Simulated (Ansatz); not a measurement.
# HBr, singlet: the ladder up to full CI

Geometry: a point of a stretch scan, not a stationary point.

| atom | x (Å) | y (Å) | z (Å) |
| --- | --- | --- | --- |
| Br | 0.0000 | 0.0000 | 0.0000 |
| H | 0.0000 | 0.0000 | 3.9020 |

Basis cc-pVDZ; Ansatz 0.2.0. Only valence electrons are correlated (noble-gas cores and the filled d shells of p-block atoms frozen), which leaves 8 electrons in 18 orbitals. Prefix R: restricted or restricted open-shell reference; prefix U: unrestricted. Active spaces: pair = (2e, 2o) about the gap; valence = (8e, 5o) chosen from the atoms' valence shells. No spin–orbit coupling is included, and no scalar relativity.

Full CI is exact within this basis and frozen core; it isn't the basis-set limit. The frozen core follows each run's orbitals, which can shift R against U totals by a few meV for light atoms and by up to 0.1 eV past Ca.

- UHF ⟨S²⟩: 1.004
- T1 diagnostic (RCCSD): 0.0588
- largest doubles amplitude (RCCSD): 0.844

```json
{"level": "RMP2", "E − E(RHF) (eV)": "-5.9060"}
{"level": "RCCSD*", "E − E(RHF) (eV)": "-7.1213"}
{"level": "RCCSD(T)*", "E − E(RHF) (eV)": "-7.8454"}
```

Estimate how far full CI in cc-pVDZ lies from RCCSD(T). The table doesn't fix it; the size of (T) and the diagnostics are the guide.

Full CI in cc-pVDZ lies 9.25 mEh above RCCSD(T), which is 35 % of the (T) step (-26.61 mEh). (T) overshoots here: it takes the energy past the reference. The miss exceeds 1 kcal/mol.

The other levels:

```json
{"level": "CISD", "E − E(full CI) (mEh)": "48.49", "share of correlation (%)": "82.62", "wall time": "0.78 s"}
{"level": "BCCD(T)*", "E − E(full CI) (mEh)": "-7.79", "share of correlation (%)": "102.79", "wall time": "2 s"}
{"level": "RCCSDT*", "E − E(full CI) (mEh)": "0.51", "share of correlation (%)": "99.82", "wall time": "–"}
{"level": "CISDTQ", "E − E(full CI) (mEh)": "1.54", "share of correlation (%)": "99.45", "wall time": "1.9 s"}
{"level": "RCCSDT(Q)*", "E − E(full CI) (mEh)": "-0.43", "share of correlation (%)": "100.15", "wall time": "3.5 s"}
{"level": "RCCSDTQ*", "E − E(full CI) (mEh)": "0.04", "share of correlation (%)": "99.99", "wall time": "10 s"}
{"level": "CASSCF (pair space)", "E − E(full CI) (mEh)": "111.31", "share of correlation (%)": "60.11", "wall time": "–"}
{"level": "NEVPT2 (pair space)", "E − E(full CI) (mEh)": "14.32", "share of correlation (%)": "94.87", "wall time": "0.75 s"}
{"level": "MRCISD (pair space)", "E − E(full CI) (mEh)": "4.49", "share of correlation (%)": "98.39", "wall time": "–"}
{"level": "MRCISD+Q (pair space)", "E − E(full CI) (mEh)": "-0.83", "share of correlation (%)": "100.30", "wall time": "0.88 s"}
{"level": "CASSCF (valence space)", "E − E(full CI) (mEh)": "111.30", "share of correlation (%)": "60.12", "wall time": "–"}
{"level": "NEVPT2 (valence space)", "E − E(full CI) (mEh)": "26.48", "share of correlation (%)": "90.51", "wall time": "0.96 s"}
{"level": "MRCISD (valence space)", "E − E(full CI) (mEh)": "4.47", "share of correlation (%)": "98.40", "wall time": "–"}
{"level": "MRCISD+Q (valence space)", "E − E(full CI) (mEh)": "-0.85", "share of correlation (%)": "100.30", "wall time": "1.2 s"}
```

An asterisk marks runs whose energy the program itself flagged as in doubt.

The correlation energy at full CI, counted from RHF, is -7.594 eV. That run took 15 s on 1 thread of Arm Neoverse V1, shared host over 2,342,800 determinants.

Run but not shown, since their state or frozen core can't be matched to the reference's or they repeat it: UHF, UMP2, UCCSD, UCCSD(T), UCCSDT, UCCSDT(Q), UCCSDTQ.

Times hold each run's SCF and search for its determinant on a shared host, so for small cases they say little of a method's own cost; they ran on 1 thread of Arm Neoverse V1.

Not variational, and here over 5 meV under the exact energy: RCCSD(T), BCCD(T), RCCSDT(Q), MRCISD+Q (pair space), MRCISD+Q (valence space).

The full-CI state has the irrep A1 of C2v, in the program's axes (one component, if the state is degenerate).

Natural occupations of full CI about the gap: 1.977 1.965 1.965 1.090 0.906 0.015 0.015 0.013 0.013 0.013; effectively unpaired electrons, Σ n²(2−n)², 1.98. No single determinant describes this state well, so single-reference rows can miss without a flag.
